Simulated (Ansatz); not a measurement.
The input, for Ansatz 0.2.0:

```yaml
crystal:
  periodic: [false, false, false]
  atoms:
    - {symbol: Ga, position_ang: [0.000000, 0.021637, 0.000000]}
    - {symbol: H, position_ang: [0.000000, -2.050954, 0.000000]}
    - {symbol: H, position_ang: [0.000000, 0.277134, -1.510589]}
    - {symbol: H, position_ang: [0.000000, 0.277134, 1.510589]}
basis:
  gaussian: {orbitals: aug-cc-pVDZ}
total_charge: 1
magnetization: {spin_polarized: false, initial_magnetization: 1}
correlation: {method: fci, electrons: outside_noble_gas}
```

```sh
$ ansatz run in.yaml --threads 1 --pin off --events-out ev --progress --plain --max-ram 2393MiB
```

(1) Roughly how long does this take on 1 thread of Intel Xeon, shared host, and how much host memory?

```
1116 factors; integrals over basis functions are off by at most 2.5e-7 eV
mean field evaluation 1: about -52369.6680 eV, gradient 8.6e0 eV
mean field evaluation 2: about -52369.6685 eV, gradient 8.6e0 eV
mean field evaluation 4: about -52370.6463 eV, gradient 6.9e-1 eV
mean field evaluation 8: about -52370.6485 eV, gradient 1.6e-4 eV
mean field -52370.64852456 eV, -1924.5858351771 hartree, gradient 5.7e-7 eV, S^2 0.750000; 0 other end points of the search recorded, 0 dependent functions left out
mean field evaluation 16: about -52370.6638 eV, gradient 2.1e-1 eV
14 core orbitals not correlated: weight in the atoms' cores, before any rotation towards them, 0.998 or more for the frozen orbitals, at most 0.001 for the correlated occupied ones
reference -52370.64852456 eV, -1924.5858351771 hartree; 3, 2 occupied and 46, 47 virtual orbitals, 1116 factors
state -52372.63873227 eV, -1924.6589739613 hartree
Total energy: -52372.63873227 eV, -1924.6589739613 hartree
```

Natural occupations: 1.9550 1.9409 0.9996 0.0375 0.0130 0.0123 0.0122 0.0068 0.0064 0.0045 0.0037 0.0017 0.0015 0.0012 0.0008 0.0006 0.0004 0.0003 0.0003 0.0003 0.0002 0.0001 0.0001 0.0001.

## Answers

(1) 1.8 min wall and 0.71 GiB.
